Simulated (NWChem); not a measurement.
Program: NWChem. System: formamide (CH$_{3}$NO), charge 0, spin multiplicity 1, at a geometry optimised with PBE/def2-SVP. Level: B3LYP/def2-SVPD, VWN1-RPA local correlation.

Output (cleaned and shortened):

```
             Northwest Computational Chemistry Package (NWChem) 7.3.0
             --------------------------------------------------------

                                NWChem Input Module
                                -------------------

 Scaling coordinates for geometry "geometry" by  1.889725989
 (inverse scale =  0.529177249)

 Turning off AUTOSYM since
 SYMMETRY directive was detected!

                             Geometry "geometry" -> ""
                             -------------------------

 Output coordinates in angstroms (scale by  1.889725989 to convert to a.u.)

  No.       Tag          Charge          X              Y              Z
 ---- ---------------- ---------- -------------- -------------- --------------
    1 N                    7.0000    -0.19820100    -1.08354000     0.00000000
    2 C                    6.0000    -0.31312700     0.27745300     0.00000000
    3 O                    8.0000     0.61858200     1.06425000     0.00000000
    4 H                    1.0000     0.73262700    -1.50538300     0.00000000
    5 H                    1.0000    -1.01839400    -1.68881600     0.00000000
    6 H                    1.0000    -1.39673000     0.60025600     0.00000000

 Effective nuclear repulsion energy (a.u.)      70.6327980625

            Nuclear Dipole moment (a.u.)
            ----------------------------
        X                 Y               Z
 ---------------- ---------------- ----------------
    -0.0000188973    -0.0000094486     0.0000000000

      Symmetry information
      --------------------

 Group name             Cs
 Group number              2
 Group order               2
 No. of unique centers     6

      Symmetry unique atoms

     1    2    3    4    5    6


 Summary of "ao basis" -> "" (spherical)
 ------------------------------------------------------------------------------
       Tag                 Description            Shells   Functions and Types
 ---------------- ------------------------------  ------  ---------------------
 *                         def2-svpd                  on all atoms

                                 NWChem DFT Module
                                 -----------------

 Summary of "ao basis" -> "ao basis" (spherical)
 ------------------------------------------------------------------------------
       Tag                 Description            Shells   Functions and Types
 ---------------- ------------------------------  ------  ---------------------
[...]
 Vector   11  Occ=2.000000D+00  E=-2.936096D-01  Symmetry=a"
              MO Center=  1.0D-01, -2.4D-01,  3.4D-16, r^2= 2.1D+00
   Bfn.  Coefficient  Atom+Function         Bfn.  Coefficient  Atom+Function
  ----- ------------  ---------------      ----- ------------  ---------------
     7      0.483729  1 N  pz                47      0.410644  3 O  pz
    10     -0.331272  1 N  pz                50      0.276296  3 O  pz
    27      0.051660  2 C  pz                71     -0.049358  4 H  pz
    79     -0.048614  5 H  pz                53      0.047002  3 O  pz
    32      0.039980  2 C  d -1              37      0.032525  2 C  d -1

 Vector   12  Occ=2.000000D+00  E=-2.750967D-01  Symmetry=a'
              MO Center=  2.9D-01,  8.2D-01, -1.8D-16, r^2= 1.5D+00
   Bfn.  Coefficient  Atom+Function         Bfn.  Coefficient  Atom+Function
  ----- ------------  ---------------      ----- ------------  ---------------
    46     -0.435692  3 O  py                45      0.396618  3 O  px
    49     -0.300378  3 O  py                48      0.262756  3 O  px
    24      0.257519  2 C  s                 80      0.221561  6 H  s
     3     -0.174457  1 N  s                  4     -0.164205  1 N  s
     6      0.161078  1 N  py                23      0.127369  2 C  s

 Vector   13  Occ=0.000000D+00  E=-2.547433D-03  Symmetry=a"
              MO Center= -1.8D-01,  2.3D-01, -8.1D-14, r^2= 2.1D+00
   Bfn.  Coefficient  Atom+Function         Bfn.  Coefficient  Atom+Function
  ----- ------------  ---------------      ----- ------------  ---------------
    27      0.533799  2 C  pz                30      0.399734  2 C  pz
    47     -0.361792  3 O  pz                50     -0.298471  3 O  pz
     7      0.244735  1 N  pz                10     -0.210351  1 N  pz
    87      0.161218  6 H  pz                71     -0.118894  4 H  pz
    39      0.089580  2 C  d  1              53     -0.075112  3 O  pz

 Vector   14  Occ=0.000000D+00  E= 7.553617D-03  Symmetry=a'
              MO Center= -8.5D-01, -1.5D+00,  1.7D-17, r^2= 5.6D+00
   Bfn.  Coefficient  Atom+Function         Bfn.  Coefficient  Atom+Function
  ----- ------------  ---------------      ----- ------------  ---------------
    24      3.615705  2 C  s                  4      2.370668  1 N  s
    44     -1.861323  3 O  s                 81     -1.512618  6 H  s
    73     -1.390458  5 H  s                 65     -1.097758  4 H  s
    78     -0.682390  5 H  py                77     -0.575887  5 H  px
    70     -0.460664  4 H  py                51      0.445796  3 O  px

 Vector   15  Occ=0.000000D+00  E= 3.680425D-02  Symmetry=a'
              MO Center= -6.0D-01, -2.9D-01,  5.4D-14, r^2= 7.8D+00
   Bfn.  Coefficient  Atom+Function         Bfn.  Coefficient  Atom+Function
  ----- ------------  ---------------      ----- ------------  ---------------
     4      5.718888  1 N  s                 24     -4.959142  2 C  s
    44      2.695010  3 O  s                 65     -2.294353  4 H  s
    81      1.768882  6 H  s                 23     -1.569642  2 C  s
    73     -1.409841  5 H  s                 69      0.907493  4 H  px
    52     -0.678182  3 O  py                85      0.595584  6 H  px

 center of mass
 --------------
 x =   0.06990981 y =   0.10765851 z =   0.00000000

 moments of inertia (a.u.)
 ------------------
         145.898714220638         -43.483381907571           0.000000000000
         -43.483381907571          40.487701492886           0.000000000000
           0.000000000000           0.000000000000         186.386415713524

     Multipole analysis of the density
     ---------------------------------

     L   x y z        total         alpha         beta         nuclear
     -   - - -        -----         -----         ----         -------
     0   0 0 0     -0.000000    -12.000000    -12.000000     24.000000

     1   1 0 0     -0.820699     -0.410340     -0.410340     -0.000019
     1   0 1 0     -1.370751     -0.685371     -0.685371     -0.000009
     1   0 0 1     -0.000000     -0.000000     -0.000000      0.000000

     2   2 0 0    -12.480126    -19.540759    -19.540759     26.601392
     2   1 1 0     -1.364990    -11.444344    -11.444344     21.523698
     2   1 0 1     -0.000000     -0.000000     -0.000000      0.000000
     2   0 2 0    -12.864120    -47.891943    -47.891943     82.919766
     2   0 1 1     -0.000000     -0.000000     -0.000000      0.000000
     2   0 0 2    -14.190912     -7.095456     -7.095456      0.000000

 Task  times  cpu:        4.8s     wall:        4.8s

 Total times  cpu:        4.9s     wall:        4.9s
```

Q: Write an NWChem input that would produce this output.

A: This is not unique; one that fits is 
```
start mol
memory heap 200 mb stack 900 mb global 1100 mb
geometry units angstroms nocenter noautoz
  N     -0.198201    -1.083540     0.000000
  C     -0.313127     0.277453     0.000000
  O      0.618582     1.064250     0.000000
  H      0.732627    -1.505383     0.000000
  H     -1.018394    -1.688816     0.000000
  H     -1.396730     0.600256     0.000000
  symmetry group Cs
end
basis spherical
  * library def2-svpd
end
dft
  xc b3lyp
  semidirect memsize 60000000 filesize 0
  iterations 100
end
task dft energy
```
